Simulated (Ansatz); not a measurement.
`O[Si]S` and `O[Si]F` differ in one atom or group.

Ansatz, PBE0-D4/def2-TZVP geometries, multiplicity 1. Each molecule was computed in one conformer, which needn't be the lowest.

```tsv
property	`O[Si]S`
HOMO–LUMO gap (ωB97M-V/def2-TZVPP) / eV	9.43
HOMO–LUMO gap (B3LYP/def2-TZVPP) / eV	5.02
HOMO energy (PBE/def2-TZVPP) / eV	-6.03
HOMO energy (ωB97M-V/def2-TZVPP) / eV	-9.15
HOMO energy (B3LYP/def2-TZVPP) / eV	-6.90
size of the dipole moment (PBE/def2-TZVPP) / D	1.93
```

(1) Give the same properties after the change, and the shifts. (An estimate is asked.)

## Answers

(1) Computed: 
| property | `O[Si]F` | shift |
| --- | --- | --- |
| HOMO–LUMO gap (ωB97M-V/def2-TZVPP) / eV | 10.41 | 0.98 |
| HOMO–LUMO gap (B3LYP/def2-TZVPP) / eV | 5.81 | 0.79 |
| HOMO energy (PBE/def2-TZVPP) / eV | -6.58 | -0.55 |
| HOMO energy (ωB97M-V/def2-TZVPP) / eV | -9.93 | -0.78 |
| HOMO energy (B3LYP/def2-TZVPP) / eV | -7.58 | -0.68 |
| size of the dipole moment (PBE/def2-TZVPP) / D | 1.02 | -0.91 |

With PBE0 the HOMO falls by 0.66 eV and the LUMO rises by 0.16 eV, so the gap widens by about 0.82 eV. PBE moves the HOMO by -0.55 eV and ωB97M-V by -0.78 eV. The zero-point energy changes by -18.7 kJ/mol with -3 modes. Dipoles are sizes alone; their direction can turn.

B3LYP here is the variant with VWN-RPA as its local correlation; programs differ in this.
